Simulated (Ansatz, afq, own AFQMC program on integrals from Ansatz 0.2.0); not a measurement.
AFQMC on a folder of integrals that Ansatz 0.2.0 wrote.

```yaml
crystal:
  periodic: [false, false, false]
  atoms:
    - {symbol: N, position_ang: [-0.496245, 0.617434, -0.094338]}
    - {symbol: Zn, position_ang: [0.704224, -1.048798, 0.133593]}
    - {symbol: H, position_ang: [-0.789571, 0.272775, -1.065920]}
    - {symbol: H, position_ang: [-0.873608, 1.533789, 0.312664]}
basis:
  gaussian: {orbitals: def2-TZVP}
magnetization: {spin_polarized: true, initial_magnetization: 3}
correlation: {method: ccsd_t, electrons: outside_noble_gas, hamiltonian_folder: ham}
```

```sh
$ ansatz run in.yaml --threads 1 --pin off --events-out ev --progress --plain --max-ram 16896MiB --backend cuda --devices 0, --max-vram 18GiB
```

afq runs on the folder ham with

```
--method free --trial cisd --walkers 2800 --time-step 0.03 --max-blocks 4000 --target-error 0.00052 --factor-cut 1e-05 --seed 6591 --times 0,0.21,0.42,0.81,1.2,1.8,2.4,3 --taylor-order 8
```

Times are imaginary, in 1/Eh. The walk had a cap of 185 s.

Log:

```
orbitals 81  electrons 11 8  factors 634 of 708
reference energy -1833.29717406 Eh
CCSD correlation -0.54673257 Eh in 17 cycles, weight of the determinant in the CISD state 0.8819
repeat  energy at the last time / Eh  error
    10  -1833.859500  0.000800
    20  -1833.858818  0.000614
time / (1/Eh)  energy / Eh  error  mean overlap
  0.00  -1833.843990  0.000132  1.1337
  0.21  -1833.852576  0.000157  1.1341
  0.42  -1833.855416  0.000198  1.1307
  0.81  -1833.856760  0.000301  1.1319
  1.20  -1833.857061  0.000171  1.1363
  1.80  -1833.857956  0.000416  1.1267
  2.40  -1833.857755  0.000569  1.1323
  3.00  -1833.858993  0.000556  1.0985
energy -1833.858993 +/- 0.000556 Eh
```

The run passed its tests (error under three times the target), which doesn't prove that it has relaxed, ending at its cap on processor time.

Against this walk (error 15.1 meV) on the same determinant: CCSD(T) 43.6 meV higher, the released energy of a separate walk with a CISD trial 28.0 ± 18.2 meV higher (within the noise). The error is statistical, and a free projection of finite length keeps a remainder of its start. The last points scatter (meV from the last: 61 ± 8 at 0.81, 53 ± 5 at 1.20, 28 ± 11 at 1.80, 34 ± 15 at 2.40, 0 ± 15 at 3.00); the last is the one printed as the energy, and the gaps above move with that scatter.

Cautions: remainder of the start not in the error; error above the target (15.1 against 14.1 meV); no relativity below Rb; outer-core shells of the metal frozen; higher spins were not checked; released reference can be 30 meV off for metals.

The walk took 3.1 min on 1 × NVIDIA H100 80GB HBM3 with 2 threads of AMD EPYC 7R13 Processor (Zen 3), on a shared host (the card was shared). The log's last line is the free-projection energy.
